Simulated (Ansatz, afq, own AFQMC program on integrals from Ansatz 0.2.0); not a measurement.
AFQMC on a folder of integrals that Ansatz 0.2.0 wrote.

```yaml
crystal:
  periodic: [false, false, false]
  atoms:
    - {symbol: Ge, position_ang: [0.000000, 0.014036, 0.310508]}
    - {symbol: C, position_ang: [0.000000, -0.136900, -1.670999]}
    - {symbol: H, position_ang: [0.000000, 0.619772, -2.465821]}
basis:
  gaussian: {orbitals: cc-pVDZ}
magnetization: {spin_polarized: false, initial_magnetization: 3}
correlation: {method: ccsd_t, electrons: outside_noble_gas, hamiltonian_folder: ham}
```

```sh
$ ansatz run in.yaml --threads 1 --pin off --events-out ev --progress --plain --max-ram 1382MiB
```

afq runs on the folder ham with

```
--method free --trial cisd --walkers 60 --time-step 0.03 --max-blocks 80 --target-error 0.00036 --factor-cut 1e-05 --seed 3776 --times 0,0.3,0.6,1.2,1.8,2.4,3.6,4.8,6 --taylor-order 8
```

Times are imaginary, in 1/Eh. The walk had a cap of 671 s. Filled inner d shells are frozen with the cores.

Log:

```
orbitals 31  electrons 6 3  factors 234 of 506
reference energy -2113.64330733 Eh
CCSD correlation -0.17862922 Eh in 13 cycles, weight of the determinant in the CISD state 0.8852
repeat  energy at the last time / Eh  error
    10  -2113.829169  0.001223
    20  -2113.828136  0.000989
    30  -2113.828443  0.000846
    40  -2113.828561  0.000718
    50  -2113.828956  0.000648
    60  -2113.828756  0.000575
    70  -2113.828666  0.000512
    80  -2113.828317  0.000463
time / (1/Eh)  energy / Eh  error  mean overlap
  0.00  -2113.821962  0.000117  1.1300
  0.30  -2113.824945  0.000134  1.1340
  0.60  -2113.826468  0.000163  1.1307
  1.20  -2113.827489  0.000184  1.1301
  1.80  -2113.828138  0.000202  1.1293
  2.40  -2113.828135  0.000225  1.1412
  3.60  -2113.828588  0.000370  1.1412
  4.80  -2113.828652  0.000428  1.1201
  6.00  -2113.828317  0.000463  1.0984
energy -2113.828317 +/- 0.000463 Eh
```

The run passed its tests (error under three times the target), which doesn't prove that it has relaxed.

Against this walk (error 12.6 meV) on the same determinant: CCSD(T) 39.4 meV higher, CCSDT(Q) 1.7 meV lower (within the noise). The error is statistical, and a free projection of finite length keeps a remainder of its start.

Cautions: remainder of the start not in the error; error above the target (12.6 against 9.8 meV); no relativity below Rb; no spin-orbit coupling; inner d shell frozen; lower spins were not checked.

The walk took 3.3 min on 1 thread of Arm Neoverse V1 (shared host). The log's last line is the free-projection energy.

CCSDT and higher add their correlation energy to the determinant of the CCSD(T) run, since their own runs factorise the integrals more tightly (a shift of under 2 meV). A walk keeps the symmetry of its determinant, which the program's search chose and which needn't be the lowest solution, so a lower state of the same spin and another symmetry isn't excluded.
